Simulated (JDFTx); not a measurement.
System: hydrogen cyanide, CHN (SMILES C#N), charge 0, multiplicity 1; geometry: optimised with GFN2-xTB in vacuum (no frequencies checked; largest PBE force component 3.0 eV/Å). Z-matrix (Å, degrees):
```
C
N 1 1.1376
H 1 1.0583 2 179.91
```

All numbers are PBE, GBRV ultrasoft potentials, plane waves to 20/100 Ha results from a modified build of JDFTx, not measurements. Liquid: CANDLE, water, 2 M NaF. The liquid run sits in a periodic box with 3.75 Å from the outermost atoms to the faces; the vacuum run is isolated. The box matters at about 0.01 eV. ΔG_solv is the difference of the two single-point energies, liquid minus vacuum; no corrections are added.

The geometry is far from a PBE minimum, which enters the values.

```json
{
 "solvation_energy": "-6.4 kcal/mol",
 "part: cavitation term of the fluid": "5.9 kcal/mol",
 "part: dispersion term of the fluid": "-4.9 kcal/mol",
 "part: electrostatic term of the fluid": "-10.4 kcal/mol",
 "part: distortion of the solute's electrons": "3.0 kcal/mol",
 "dipole_moment_in_vacuum": "2.94 D",
 "dipole_moment_in_the_liquid": "4.14 D",
 "highest occupied level in vacuum (zero: vacuum level)": "-9.05 eV",
 "highest occupied level in the liquid (zero: bulk electrolyte)": "-9.09 eV",
 "volume of the model's cavity": "115.9 Å³",
 "rough_cost_vacuum_and_liquid_run": "40 s and 50 s of core time"
}
```
